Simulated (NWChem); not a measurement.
**Atomisation of water (H₂O)**

```xyz
3

O      0.0000     0.0000    -0.1202
H      0.7570     0.0000     0.4809
H     -0.7570     0.0000     0.4809
```
Charge 0, spin multiplicity 1.

The numbers come from NWChem runs, not from measurements. The geometry was optimised at B3LYP/def2-SVP, a minimum by its harmonic frequencies.

Basis set: def2-TZVP. The atomisation energy is electronic alone: no zero-point, thermal, spin-orbit or counterpoise terms. No value is extrapolated to the basis-set limit. Free atoms are single determinants with multiplicities O 3, H 2. Correlated methods freeze the same cores in atoms and molecule, 1 orbitals in all.

The correlated methods keep 1 core orbital frozen. B3LYP has NWChem's definition, with VWN1-RPA local correlation. No SCF solution was tested for a lower state. Open-shell Hartree-Fock references start from PBE0 orbitals. No row is a measurement; the coupled-cluster row has its own basis-set and correlation limits.

One of these methods gave an atomisation energy of 219.7 kcal/mol. Which?
A. PBE0
B. CCSD(T)
C. M06-2X
D. BP86

B, CCSD(T). The others give 236.4 (BP86), 223.7 (PBE0), 228.1 (M06-2X).
